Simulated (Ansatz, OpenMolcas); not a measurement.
## A ladder of methods for SiCl2 (SMILES Cl[Si]Cl)

SiCl2: 3 atoms, total charge 0, spin state singlet. As SMILES, `Cl[Si]Cl`. The shape is that of a GFN2-xTB optimisation.

```xyz
3

Si    0.0051   -0.0069   -0.8693
Cl    1.5816   -0.0189    0.4441
Cl   -1.5868    0.0259    0.4253
```

Each level gives the energy change with the Si1–Cl3 bond stretched from 2.052 to 2.565 Å (eV). The values are calculated.

```tsv
level	kind	program	value (eV)	less FCI/STO-3G	CPU time (all runs)
HF/STO-3G (restricted)	Hartree–Fock	OpenMolcas	1.25	+0.27	3 s
SVWN5/STO-3G (restricted)	LDA	Ansatz	0.99	+0.01	1.7 s
revPBE/STO-3G (restricted)	GGA	Ansatz	0.75	-0.23	2.5 s
M06-2X/STO-3G (restricted)	hybrid meta-GGA	OpenMolcas	1.11	+0.13	6.8 s
CAM-B3LYP/STO-3G (restricted)	range-separated hybrid	Ansatz	1.07	+0.09	3.1 s
MP2/STO-3G (restricted)	perturbation theory	OpenMolcas	1.08	+0.10	3.2 s
CCSD(T)/STO-3G (restricted)	coupled cluster or CI	Ansatz	0.99	+0.01	0.64 s
FCI/STO-3G	exact in the basis	OpenMolcas	0.98	0.00	21 s
```

FCI/STO-3G is exact within its basis and frozen core, so for wave-function methods in that basis the difference is their error; functionals converge differently with the basis, so for them it is only a difference. The first shape isn't each level's own minimum. The values span 0.75 to 1.25 eV. All rows use very small basis sets, so none should be taken for the real molecule's value. Times are those of the runs behind each value, whatever else they computed, on shared processors of several kinds: orders of magnitude only.
